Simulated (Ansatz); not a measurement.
**C2H3 (doublet): from Hartree-Fock to the top rungs, STO-3G**

How much of the correlation energy of C2H3 (doublet) does each wave-function method recover here?

Program: Ansatz 0.2.0, Gaussian basis. Level of theory: STO-3G, core rule «outside noble gas», up to 2 orbitals frozen. These are calculated values, not measurements.

Plan: UHF; CCSD(T) on ROHF; CCSD(T) on UHF; BCCD(T) on ROHF; CISD; CCSDT(Q) on ROHF; CCSDT(Q) on UHF; CISDTQ; CCSDTQ on ROHF; CCSDTQ on UHF; CASSCF and MRCISD+Q, 11 electrons in 11 orbitals; CASSCF and NEVPT2, 11 electrons in 11 orbitals; Full CI.

17 further runs of the same task are left out: 17 set aside as unsound or not needed.

## Step 1: The system

The geometry is an MP2(full)/6-31G* stationary point (not a proven minimum).

5 atoms, charge 0, spin multiplicity 2.

Atoms are counted from 1 here; the program's logs count them from 0.

Bond lengths: C1–C2 1.287 Å, C1–H3 1.091 Å, C1–H4 1.086 Å, C2–H5 1.080 Å. Angles: C2–C1–H3 121.8°, C2–C1–H4 122.2°, H3–C1–H4 116.0°, C1–C2–H5 136.8°.

## Step 2: UHF

File in.yaml:

```yaml
crystal:
  periodic: [false, false, false]
  atoms:
    - {symbol: C, position_ang: [0.027839, -0.605975, 0.000000]}
    - {symbol: C, position_ang: [0.027839, 0.681285, 0.000000]}
    - {symbol: H, position_ang: [-0.898709, -1.181547, 0.000000]}
    - {symbol: H, position_ang: [0.947224, -1.184342, 0.000000]}
    - {symbol: H, position_ang: [-0.711972, 1.468482, 0.000000]}
basis:
  gaussian: {orbitals: STO-3G}
magnetization: {spin_polarized: true, initial_magnetization: 1}
hamiltonian: {xc: hf}
output: {orbitals: {seedname: orbitals}}
```

Command:

```bash
> ansatz run in.yaml --threads 1 --pin off --events-out ev --progress --plain --max-ram 3956MiB --backend cpu
```

Further steps of the session: CCSD(T) on ROHF; CCSD(T) on UHF; BCCD(T) on ROHF; CISD; CCSDT(Q) on ROHF; CCSDT(Q) on UHF; CISDTQ; CCSDTQ on ROHF; CCSDTQ on UHF; CASSCF and MRCISD+Q, 11 electrons in 11 orbitals; CASSCF and NEVPT2, 11 electrons in 11 orbitals; Full CI.

**Question.** What will the summary of the whole plan be? Wanted: FCI below the RHF energy; RMP2 from FCI; UMP2 from FCI; RCCSD from FCI; RCCSD(T) from FCI; UCCSD(T) from FCI; RCCSDT(Q) from FCI; UCCSDT(Q) from FCI; NEVPT2 valence from FCI.

**Answer**, as computed:

| quantity | value |
| --- | --- |
| FCI below the RHF energy | -3.8996 eV |
| RMP2 from FCI | +1063.2 meV |
| UMP2 from FCI | +1330.2 meV |
| RCCSD from FCI | +37.6 meV |
| RCCSD(T) from FCI | +13.3 meV |
| UCCSD(T) from FCI | +19.0 meV |
| RCCSDT(Q) from FCI | +0.3 meV |
| UCCSDT(Q) from FCI | +0.7 meV |
| NEVPT2 valence from FCI | +0.2 meV |
| MRCISD+Q valence from FCI | +0.2 meV |
| levels within 1 kcal/mol (43 meV) | RCCSD, RCCSD(T), UCCSD(T), BCCD(T), RCCSDT, UCCSDT, CISDTQ, RCCSDT(Q), UCCSDT(Q), RCCSDTQ, UCCSDTQ, CASSCF valence, NEVPT2 valence, MRCISD valence, MRCISD+Q valence |
| T1 diagnostic | 0.021 |
| effectively unpaired electrons | 1.11 |

**Reading.** RCCSD(T) misses by +13.3 meV, 0.3 % of the correlation energy. One determinant dominates. Of the multireference levels listed NEVPT2 valence comes nearest in total energy (+0.2 meV), which doesn't show that its space is the better one. These misses are within one basis, not against nature; the frozen cores of restricted and unrestricted runs differ, which can shift their rows.
